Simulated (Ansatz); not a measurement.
Reaction (homolysis of the H–Si bond): `C[SiH2]F` → H• + `C[SiH]F`•

Isolated molecules relaxed with PBE0-D4/def2-TZVP in Ansatz; ΔE leaves out vibrations. CCSD(T)/CBS is the MP2 limit (def2-TZVPP, def2-QZVPP) plus CCSD(T) − MP2 in def2-TZVPP, frozen cores. This one scheme is used for every species, atoms too. DFT in def2-TZVPP. B3LYP here is the variant with VWN-RPA as its local correlation; programs differ in this. Open shells (•) are unrestricted, without spin–orbit coupling.

```json
{"level": "r2SCAN", "ΔE (kcal/mol)": "94.8"}
{"level": "B3LYP", "ΔE (kcal/mol)": "97.4"}
{"level": "r2SCANh", "ΔE (kcal/mol)": "95.1"}
{"level": "HF/def2-TZVPP", "ΔE (kcal/mol)": "79.7"}
```

Question: What does CCSD(T)/CBS give? (Best estimate.)

Answer: The calculation gave: +100.6 kcal/mol. The listed levels differ from it by -5.8, -3.2, -5.5, -20.9 kcal/mol.

Largest T1 diagnostic among the species: 0.013.

Leaving LDA and LC-ωPBE aside and taking each functional with its dispersion term where it has one, the values, not all of them listed here, spread over 8.3 kcal/mol, from revPBE-D4 to ωB97M-V. LDA lies +9.4 kcal/mol from PBE without D4, its usual overbinding. At CCSD(T), def2-SVP lies −4.2 kcal/mol from the extrapolated value and def2-TZVPP −1.6 kcal/mol: correlation converges slowly with the basis, and small sets miss more of it in the bonded molecule than in its fragments. In def2-TZVPP, CCSD(T) changes the Hartree–Fock value by +19.3 kcal/mol (the triples alone add +0.0 kcal/mol) and MP2 by +16.7 kcal/mol; breaking electron pairs costs correlation energy, which Hartree–Fock lacks.
